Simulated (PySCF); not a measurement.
C₂H₄OS.
Atom-mapped SMILES: `[CH3:1][O:2][CH:3]=[S:4]` (hydrogens: H5, H6, H7 on C1; H8 on C3)

Method used: TDDFT wB97X-D/def2-SVPD, vertical, gas phase, core orbitals frozen in the response (PySCF 2.14.0, density-fitted response routines). Isolated species at its PBE0-D3(BJ)/def2-SVP geometry (one conformer only). Torsions of this conformer, `[CH3:1][O:2][CH:3]=[S:4]`: C1–O2–C3–S4 -176°.

Computed states:

```
state  E (eV)       f
   S1    3.19  0.0000
   S2    5.61   0.248
   S3    6.66   0.087
   S4    6.89  0.0009
   S5    7.12   0.069
   S6    7.51   0.055
   S7    7.60   0.052
   S8    7.77  0.0015
   S9    8.04   0.035
  S10    8.22  0.0074
```

Broadening: Gaussians 0.3 eV wide at half height, area fixed by f = 4.319×10⁻⁹ ∫ε dν̃. The width is an assumption, not a result. The curve ends short of the highest state used, and states not computed would add to its high-energy end.

(1) What does the envelope look like, and where are its maxima?

(2) Does any computed singlet lie in the visible range?

(3) On this curve, what absorbance would a 10⁻⁵ mol/L sample give at 222 nm over a 1 cm path?

(4) Coming from long wavelengths, where does ε first pass 100 L mol⁻¹ cm⁻¹?

## Answers

(1) 
| E (eV) | ε (L mol⁻¹ cm⁻¹) |
| --- | --- |
| 2.74 | 0 |
| 2.95 | 0 |
| 3.17 | 0 |
| 3.38 | 0 |
| 3.59 | 0 |
| 3.80 | 0 |
| 4.01 | 0 |
| 4.23 | 0 |
| 4.44 | 0 |
| 4.65 | 0 |
| 4.86 | 0 |
| 5.08 | 4 |
| 5.29 | 1012 |
| 5.50 | 15694 |
| 5.71 | 16085 |
| 5.93 | 895 |
| 6.14 | 6 |
| 6.35 | 439 |
| 6.56 | 5914 |
| 6.77 | 5462 |
| 6.99 | 4124 |
| 7.20 | 5264 |
| 7.41 | 5519 |
| 7.62 | 8121 |

Maxima: 221 nm (5.61 eV), ε about 22000, made up of S2 (100%); 186 nm (6.66 eV), ε about 7900, made up of S3 (100%); 174 nm (7.12 eV), ε about 6300, made up of S5 (99%); 164 nm (7.56 eV), ε about 9000, made up of S6 (51%) and S7 (48%) (ε in L mol⁻¹ cm⁻¹; maxima over ε = 5, shares over 10%).

(2) S1 lies in the visible range (380 to 750 nm), at 389 nm, dark in the vertical dipole picture (f under 0.0005); light of that wavelength is violet, and its complementary colour is yellow-green; a Tamm–Dancoff triplet lies at 440 nm, without intensity as long as spin–orbit coupling is left out.

(3) 222 nm is 5.585 eV, where ε is about 22000 L mol⁻¹ cm⁻¹, so A = ε c l ≈ 0.22 (Beer–Lambert, with the gas-phase spectrum and the assumed width).

(4) At about 239 nm (5.19 eV), 2.00 eV above S1.

All these states lie below the vertical ionisation energy of 9.08 eV (ΔSCF).
